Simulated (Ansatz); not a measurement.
This script makes the interaction energy of a dimer with the counterpoise correction of CH3FO, SMILES OCF with Ansatz's Python interface.

`dimer_ch3fo.py`
```python
# -*- coding: utf-8 -*-
"""Interaction energy of two CH3FO molecules, with the counterpoise correction."""

from dataclasses import dataclass

import ansatz as az


@dataclass(frozen=True)
class RunConfig:
    basis_set: str = "def2-SVP"
    xc: str = "b3lyp"
    dispersion: str = "d3bj"


cfg = RunConfig()

FIRST = [
    ("O", (-0.538, -0.8494, -0.4838)),
    ("C", (0.3046, 0.017, 0.2098)),
    ("F", (-0.229, 1.2731, 0.0936)),
    ("H", (-1.1857, -0.1674, -0.8163)),
    ("H", (1.3013, -0.0183, -0.2644)),
    ("H", (0.3469, -0.2548, 1.2612)),
]
SECOND = [
    ("O", (2.9675, -2.0618, -0.3654)),
    ("C", (2.6259, -2.6007, -1.6042)),
    ("F", (3.7975, -2.8905, -2.2517)),
    ("H", (3.9583, -2.0811, -0.4804)),
    ("H", (2.0587, -1.8385, -2.167)),
    ("H", (2.0553, -3.5167, -1.4757)),
]

def energy(atoms, ghosts=()):
    molecule = az.Crystal.molecule()
    for symbol, xyz in atoms:
        molecule = molecule.atom(symbol, xyz)
    calc = (
        molecule.calculation()
        .basis(gaussian=cfg.basis_set)  # atom-centred Gaussian functions
        .functional(cfg.xc, dispersion=cfg.dispersion)  # exchange and correlation
    )
    deck = calc.input()
    if ghosts:
        deck = deck.set(az.key.basis.gaussian.ghost_atoms, [{"symbol": s, "position_ang": list(xyz)} for s, xyz in ghosts])
    return az.Session.from_dict(deck).plan().execute().report["free_energy_ev"]

# ghost atoms carry the functions of the partner
both = energy(FIRST + SECOND)
alone = energy(FIRST) + energy(SECOND)
ghosted = energy(FIRST, SECOND) + energy(SECOND, FIRST)
print(f"dimer {both:.6f} eV")
print(f"interaction, uncorrected   {23.060548 * (both - alone):8.3f} kcal/mol")
print(f"interaction, counterpoise  {23.060548 * (both - ghosted):8.3f} kcal/mol")
print(f"basis-set superposition    {23.060548 * (alone - ghosted):8.3f} kcal/mol")
```

How large is the interaction at this pose, and how much of it is basis-set superposition?

Uncorrected it is -3.951 kcal/mol, with the counterpoise correction -2.154 kcal/mol; the difference, 1.80 kcal/mol, is the superposition error.

The run itself:

```console
$ python dimer_ch3fo.py
dimer -11689.908369 eV
interaction, uncorrected     -3.951 kcal/mol
interaction, counterpoise    -2.154 kcal/mol
basis-set superposition       1.797 kcal/mol
```

Reading the output:
- These settings explore the input space; basis and method may be short of convergence.
- The dimer is a generated trial pose of unrelaxed monomers, not a minimum, so the figure is no binding energy, and the basis set is small.
- b3lyp holds the VWN-RPA fit, as in Gaussian; the form of ORCA and Turbomole is b3lyp5.
- Hardware and time: 6.7 s on 1 thread of Intel(R) Xeon(R) 6975P-C (Granite Rapids) (shared host), peak memory 0.27 GiB.

(A comment or docstring line of the script was reworded after the run, the code is as it ran; lines on the test bed's own set-up are left out of the output.)
